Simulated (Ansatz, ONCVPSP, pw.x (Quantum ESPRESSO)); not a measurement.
## What a changed setting does to a pw.x run (fcc Ta)

Potential: optimised norm-conserving Vanderbilt (ONCV), ONCVPSP 4.0.1.1 (patched build), PBEsol; core [Kr] 4d10 4f14, reference 5s2 5p6 5d3 6s2; waves: 5s+6s: rc 2.05 bohr, ncon 4, nbas 7, qcut 5.6 1/bohr, 2 projectors; 5p: rc 1.60 bohr, ncon 4, nbas 8, qcut 9.6 1/bohr, 2 projectors, debl 0.6 Ha; 5d: rc 3.00 bohr, ncon 4, nbas 9, qcut 5.2 1/bohr, 2 projectors, debl 0.4 Ha; local part: polynomial inside 1.35 bohr (lpopt 5, dvloc0 1 Ha); core correction: none. In the p channel the program set the typed energies aside and used -1.449, 0.250 Ha.

The reference run (k-mesh 14³, cutoffs 80/320 Ry, Fermi–Dirac 0.01 Ry, mixing_beta 0.4, conv_thr 1e-9, no spin) gives -3.38 GPa at 18.281 Å³/atom, where all-electron LAPW gives -0.64 GPa. This run, with its own iteration cap, changes nspin = 2 with starting_magnetization to 0.2.

```
&control
  calculation='scf', prefix='x', pseudo_dir='./', outdir='./tmp', tstress=.true., disk_io='none'
/
&system
  ibrav=0, nat=1, ntyp=1, ecutwfc=80, ecutrho=320, nbnd=14,
  occupations='smearing', smearing='fd', degauss=0.01, nspin=2, starting_magnetization(1)=0.2
/
&electrons
  conv_thr=1e-09, mixing_beta=0.4, electron_maxstep=60
/
ATOMIC_SPECIES
Ta 1.0 Ta.UPF
CELL_PARAMETERS angstrom
  0.00000000 2.09085212 2.09085212
  2.09085212 0.00000000 2.09085212
  2.09085212 2.09085212 0.00000000
ATOMIC_POSITIONS crystal
Ta 0.0000 0.0000 0.0000
K_POINTS automatic
14 14 14 0 0 0
```

```bash
pw.x < Ta.scf.in > Ta.scf.out
```

Q: How does the run end?

A: It converges in 9 iterations; the free energy moves by +0.0 meV/atom and the pressure by +0.00 GPa. The result is that of the reference run.

```
Message from routine setup:
     using ibrav=0 with symmetry is DISCOURAGED, use correct ibrav instead
     lattice parameter (alat)  =       5.5878  a.u.
     unit-cell volume          =     123.3663 (a.u.)^3
     number of electrons       =        13.00
     number of Kohn-Sham states=           14
     kinetic-energy cutoff     =      80.0000  Ry
     charge density cutoff     =     320.0000  Ry
     scf convergence threshold =      1.0E-09
     Exchange-correlation= PBESOL
     atomic species   magnetization
     number of k points=   104  Fermi-Dirac smearing, width (Ry)=  0.0100
     iteration #  1     ecut=    80.00 Ry     beta= 0.40
     total energy              =    -116.67259771 Ry
     estimated scf accuracy    <       0.06379795 Ry
     total magnetization       =     0.77 Bohr mag/cell
     absolute magnetization    =     0.77 Bohr mag/cell
     iteration #  2     ecut=    80.00 Ry     beta= 0.40
     total energy              =    -116.69559376 Ry
     estimated scf accuracy    <       0.02127180 Ry
     total magnetization       =     0.60 Bohr mag/cell
     absolute magnetization    =     0.60 Bohr mag/cell
     iteration #  3     ecut=    80.00 Ry     beta= 0.40
     total energy              =    -116.70194479 Ry
     estimated scf accuracy    <       0.00145935 Ry
     total magnetization       =     0.30 Bohr mag/cell
     absolute magnetization    =     0.30 Bohr mag/cell
     iteration #  4     ecut=    80.00 Ry     beta= 0.40
     total energy              =    -116.70334172 Ry
     estimated scf accuracy    <       0.00007694 Ry
     total magnetization       =     0.12 Bohr mag/cell
     absolute magnetization    =     0.12 Bohr mag/cell
     iteration #  5     ecut=    80.00 Ry     beta= 0.40
     total energy              =    -116.70347435 Ry
     estimated scf accuracy    <       0.00002456 Ry
     total magnetization       =     0.06 Bohr mag/cell
     absolute magnetization    =     0.06 Bohr mag/cell
     iteration #  6     ecut=    80.00 Ry     beta= 0.40
     total energy              =    -116.70360487 Ry
     estimated scf accuracy    <       0.00000099 Ry
     total magnetization       =    -0.00 Bohr mag/cell
     absolute magnetization    =     0.00 Bohr mag/cell
     iteration #  7     ecut=    80.00 Ry     beta= 0.40
     total energy              =    -116.70360549 Ry
     estimated scf accuracy    <       0.00000010 Ry
     total magnetization       =    -0.00 Bohr mag/cell
     absolute magnetization    =     0.00 Bohr mag/cell
     iteration #  8     ecut=    80.00 Ry     beta= 0.40
     total energy              =    -116.70360554 Ry
     estimated scf accuracy    <          8.5E-09 Ry
     total magnetization       =     0.00 Bohr mag/cell
     absolute magnetization    =     0.00 Bohr mag/cell
     iteration #  9     ecut=    80.00 Ry     beta= 0.40
     the Fermi energy is    18.4064 ev
!    total energy              =    -116.70360555 Ry
     estimated scf accuracy    <          1.0E-10 Ry
     smearing contrib. (-TS)   =      -0.00552805 Ry
     The total energy is F=E-TS. E is the sum of the following terms:
     one-electron contribution =     -19.85141645 Ry
     hartree contribution      =      14.59069708 Ry
     xc contribution           =     -13.38437754 Ry
     ewald contribution        =     -98.05298059 Ry
     total magnetization       =     0.00 Bohr mag/cell
     absolute magnetization    =     0.00 Bohr mag/cell
     convergence has been achieved in   9 iterations
          total   stress  (Ry/bohr**3)                   (kbar)     P=      -33.78
     Message from routine punch:
     Nothing written, as per user request (disk_io='none')
```

The run took about 68 s on one core of a shared host (Neoverse-N1, 64 threads, 124 GiB, load 48).
